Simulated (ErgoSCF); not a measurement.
**CH2N2 (SMILES N=C=N): levels of theory compared**

Aim: a comparison of 6 runs (HF/STO-3G, HF/def2-SVP, HF/6-311+G**, CAM-B3LYP/STO-3G, B3LYP/6-31G*, PBE0/def2-SVP) of CH2N2. 

Program for the calculation: ErgoSCF 3.8.

2 further runs of the same task are left out: 2 set aside as unsound or not needed.

### 1 The structure to begin with

CH2N2: 5 atoms, total charge 0, spin state singlet. As SMILES, `N=C=N`. Geometry: relaxed at GFN2-xTB.

Bond lengths: N1–C2 1.204 Å, C2–N3 1.204 Å, N1–H4 0.999 Å, N3–H5 0.999 Å. Angles: N1–C2–N3 164.8°, C2–N1–H4 128.9°, C2–N3–H5 128.6°.

### 2 A single-point energy at HF/STO-3G (run 1)

Input file input.ego:

```
# HF on CH2N2
set_nthreads(1)
molecule_inline Angstrom
N       -1.201400      -0.140860      -0.051210
C       -0.002030      -0.044510      -0.025110
N        1.181130      -0.229090      -0.149590
H       -1.880970       0.544760      -0.308220
H        1.903280      -0.130300       0.534130
EOF
basis = "STO-3G"
scf.output_mulliken_pop = 1
tmpdir = "."
scf.use_diagonalization = 1
scf.max_number_of_iterations = 120
run "HF"
```

The basis set STO-3G is read from a file made from the Basis Set Exchange's data (not shown).

Run with:

```sh
ergo input.ego
```

Standard output:

```text
[...]
INSC SCF_general constructor, number of basis functions: 17
[...]
INSC Energy   1 =       -118.96443808132
[...]
INDE E_LUMO =          0.32693910188
[...]
INSC Energy  13 =       -145.93356998910  ( diff     -0.000000000001251 )
[...]
RESC CONVERGED after  13 iterations.
RESC FINAL ENERGY:       -145.93356998910
[...]
INSC SCF: dipole_moment_x [atomic units] =       0.03636106
INSC SCF: dipole_moment_y [atomic units] =       0.71721852
INSC SCF: dipole_moment_z [atomic units] =       0.38758477
[...]
```

Wall time 0.75 s (1 thread of Intel Xeon 6975P-C (Granite Rapids), shared host); peak memory 0.26 GiB.

### 3 The energy at HF/def2-SVP (run 2)

Input file molecule.xyz:

```xyz
5

N     -1.201400    -0.140860    -0.051210
C     -0.002030    -0.044510    -0.025110
N      1.181130    -0.229090    -0.149590
H     -1.880970     0.544760    -0.308220
H      1.903280    -0.130300     0.534130
```

Input file input.ego:

```
set_nthreads("env")
scf.output_mulliken_pop = 1
scf.use_diagonalization = 1
tmpdir = "."
basis = "def2-SVP"
scf.max_number_of_iterations = 120
molecule "molecule.xyz"
run "HF"
```

The basis set def2-SVP is read from a file made from the Basis Set Exchange's data (not shown).

Run with:

```sh
ergo < input.ego
```

Standard output:

```text
[...]
INSC SCF_general constructor, number of basis functions: 52
[...]
INSC Energy   1 =        -55.38824236870
[...]
INDE E_LUMO =          0.18390173307
[...]
INSC Energy  15 =       -147.78122823765  ( diff     -0.000000000001194 )
[...]
RESC CONVERGED after  15 iterations.
RESC FINAL ENERGY:       -147.78122823765
[...]
INSC SCF: dipole_moment_x [atomic units] =       0.03792314
INSC SCF: dipole_moment_y [atomic units] =       0.74329897
INSC SCF: dipole_moment_z [atomic units] =       0.40234298
[...]
```

Run time: 5.1 s. Hardware: 1 thread of Intel Xeon 6975P-C (Granite Rapids), shared host; peak memory 0.26 GiB.

Runs 3 to 4 aren't shown in full; the table further down has their settings and results.

### 4 The energy at B3LYP/6-31G(d) (spherical functions) (run 5)

Input file input.ego:

```
set_nthreads("env")
molecule_inline Angstrom
N       -1.201400      -0.140860      -0.051210
C       -0.002030      -0.044510      -0.025110
N        1.181130      -0.229090      -0.149590
H       -1.880970       0.544760      -0.308220
H        1.903280      -0.130300       0.534130
EOF
XC.radint = 1e-11
scf.output_mulliken_pop = 1
XC.angint = 41
scf.use_diagonalization = 1
scf.max_number_of_iterations = 120
XC.sparse_mode = 0
tmpdir = "."
spin_polarization = 0
basis = "6-31G*"
run "B3LYP-G"
```

The basis set 6-31G* is read from a file made from the Basis Set Exchange's data (not shown).

Run with:

```sh
ergo input.ego
```

Standard output:

```text
[...]
INDF Weighted mixed functional:
[...]
INSC Energy   1 =        -67.00384509826
[...]
INDE E_LUMO =          0.04174066496
[...]
INSC Energy  13 =       -148.77002510367  ( diff     -0.000000000004434 )
[...]
RESC CONVERGED after  13 iterations.
RESC FINAL ENERGY:       -148.77002510367
[...]
INSC SCF: dipole_moment_x [atomic units] =       0.03399098
INSC SCF: dipole_moment_y [atomic units] =       0.66858933
INSC SCF: dipole_moment_z [atomic units] =       0.36198530
[...]
```

Run time: 5.1 s. Hardware: 1 thread of Intel Xeon 6975P-C (Granite Rapids), shared host; peak memory 0.26 GiB.

### 5 A single-point energy at PBE0/def2-SVP (run 6)

Input file mol.xyz:

```xyz
5

N     -1.201400    -0.140860    -0.051210
C     -0.002030    -0.044510    -0.025110
N      1.181130    -0.229090    -0.149590
H     -1.880970     0.544760    -0.308220
H      1.903280    -0.130300     0.534130
```

Input file ergo.in:

```
set_nthreads(1)
molecule "mol.xyz"
scf.max_number_of_iterations = 120
XC.angint = 41
tmpdir = "."
scf.use_diagonalization = 1
scf.output_mulliken_pop = 1
spin_polarization = 0
basis = "def2-SVP"
XC.sparse_mode = 0
XC.radint = 1e-11
run "PBE0"
```

The basis set def2-SVP is read from a file made from the Basis Set Exchange's data (not shown).

Run with:

```sh
ergo ergo.in
```

Standard output:

```text
[...]
INDF Weighted mixed functional:
[...]
INSC Energy   1 =        -60.06505324956
[...]
INDE E_LUMO =          0.04764524918
[...]
INSC Energy  14 =       -148.49739113812  ( diff      0.000000000001108 )
[...]
RESC CONVERGED after  14 iterations.
RESC FINAL ENERGY:       -148.49739113812
[...]
INSC SCF: dipole_moment_x [atomic units] =       0.03262462
INSC SCF: dipole_moment_y [atomic units] =       0.64285903
INSC SCF: dipole_moment_z [atomic units] =       0.34820282
[...]
```

Wall time 6.6 s (1 thread of Intel Xeon 6975P-C (Granite Rapids), shared host); peak memory 0.26 GiB.

### 6 The series

```
run                               level  integration grid  radint  energy (Eh)  dipole moment (D)  wall time
  1                           HF/STO-3G                 –       –  -145.933570               2.07     0.75 s
  2                         HF/def2-SVP                 –       –  -147.781228               2.15      5.1 s
  3                        HF/6-311+G**                 –       –  -147.938257               2.19       13 s
  4                    CAM-B3LYP/STO-3G             Turbo   1e-11  -146.698757               1.88      1.3 s
  5  B3LYP/6-31G* (spherical functions)             Turbo   1e-11  -148.770025               1.93      5.1 s
  6                       PBE0/def2-SVP             Turbo   1e-11  -148.497391               1.86      6.6 s
```

### 7 Summary of results

```
            quantity          value
 run 6: total energy  -148.49739 Eh
run 6: dipole moment         1.86 D
```

What this shows: The dipole moment (its size) runs from 1.86 D (PBE0/def2-SVP) to 2.19 D (HF/6-311+G**). The two ends differ in method and basis. Totals of different functionals can't be ranked against each other. In runs 1, 4 the basis is minimal, so the values are rough. All runs together took 32 s, the longest 13 s.
